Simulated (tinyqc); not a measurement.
Worked calculation: Born-Oppenheimer dynamics on the RHF/sto-6g surface (energies and gradients from PySCF), for BH2+, spin multiplicity 1. Computed by tinyqc, a small Python program that keeps every step (integrals from PySCF). Settings: charge = 1, multiplicity = 1, basis = sto-6g, time step (fs) = 1.0, steps = 16. Command: `OMP_NUM_THREADS=1 python tinyqc.py 20078 20079 out.jsonl` (the two numbers bound the seeds that draw the settings). One thread of a shared host (Intel(R) Xeon(R) Processor @ 2.60GHz), about 3 s of CPU time with the checks.

positions (bohr):
```
            x          y         z
1B   0.037795  -0.015118  0.064251
2H  -0.126612   2.097596  1.120608
3H   0.049133  -2.076809  1.065806
```

The total energy should stay constant up to terms of order dt^2; the step counts as short enough if it moves by less than 2 % of the largest kinetic energy.

Trajectory:
```
time (fs)  1B-2H (angstrom)  potential (hartree)  kinetic (hartree)  total (hartree)
0.000000           1.252986         -25.38667541         0.00125039     -25.38542503
1.000000           1.249821         -25.39001808         0.00453974     -25.38547834
2.000000           1.227438         -25.39684217         0.01121693     -25.38562525
3.000000           1.193094         -25.40488699         0.01912937     -25.38575762
4.000000           1.159241         -25.41210539         0.02634350     -25.38576188
5.000000           1.140384         -25.41820433         0.03248669     -25.38571764
6.000000           1.146383         -25.42348850         0.03764195     -25.38584655
7.000000           1.176097         -25.42621840         0.04018675     -25.38603165
8.000000           1.218159         -25.42416482         0.03815750     -25.38600732
9.000000           1.257793         -25.41798863         0.03217233     -25.38581629
10.000000          1.282703         -25.41073966         0.02509981     -25.38563985
11.000000          1.285452         -25.40521275         0.01962452     -25.38558823
12.000000          1.263933         -25.40218044         0.01649398     -25.38568647
13.000000          1.221726         -25.40004054         0.01417073     -25.38586982
14.000000          1.168837         -25.39607349         0.01014894     -25.38592455
15.000000          1.121680         -25.38988796         0.00427772     -25.38561023
16.000000          1.098993         -25.38639799         0.00115205     -25.38524595
```

Is the time step short enough?

Yes. The total energy moves within 7.9e-04 hartree, under 2 % of the largest kinetic energy.
